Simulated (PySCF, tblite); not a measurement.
Isomers of C3H5Cl2 (doublet state), one GFN2-xTB conformer each. Single-point energies are computed at B3LYP/pcH-1 (PySCF, gas phase, no added dispersion term), electronic only. GFN2-xTB treats the open shell by occupation alone, and not every SCF solution was tested for stability.

Task: Rank them by B3LYP/pcH-1 energy, lowest first (kcal/mol).
A. `[CH3:1][C:2]([Cl:3])[CH2:4][Cl:5]` (doublet state) with C1–C2–C4–Cl5 -77°
B. `[CH2:1][C@@H:2]([Cl:3])[CH2:4][Cl:5]` (doublet state) with H–C1–C2–Cl3 -88° and 82°, C1–C2–C4–Cl5 70°

Result: A (0.0), B (7.9).

GFN2-xTB itself gives, in the same order: 0.0, 14.7. Both levels put the same isomer lowest.

Task: What happens when harmonic zero-point energies from GFN2-xTB frequencies are added?

Result: 
| SMILES | ZPE (kcal/mol) | electronic (kcal/mol) | with ZPE (kcal/mol) |
| --- | --- | --- | --- |
| C[C](Cl)CCl | 43.8 | 0.0 | 0.0 |
| [CH2][C@@H](Cl)CCl | 43.3 | 7.9 | 7.3 |

The zero-point energies span 0.5 kcal/mol. The order is unchanged.
